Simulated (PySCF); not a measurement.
# Electron affinity of Al by level of theory

Al⁻ [Ne] 3s2 3p2 (3P) → Al [Ne] 3s2 3p1 (2P), as a difference of total energies. Computed with PySCF 2.14 in aug-cc-pCVTZ-DK (8s7p5d3f, 75 functions), with scalar relativity by spin-free X2C-1e. Correlated levels: valence: [Ne] frozen. The calculations carry no spin-orbit coupling.

```tsv
method	electron affinity (eV)
UHF	0.011
MP2 (valence)	0.358
SCS-MP2 (valence)	0.258
CCSD (valence)	0.369
CCSD(T) (valence)	0.419
```

How much does correlation contribute at CCSD(T) (valence)?

0.419 − (0.011) = 0.408 eV, measured against UHF.

Errors of the correlated levels include the incompleteness of this basis and the frozen core.

For comparison: 0.433 eV (measured; photodetachment measurements, as compiled on the Wikipedia data page of electron affinities).
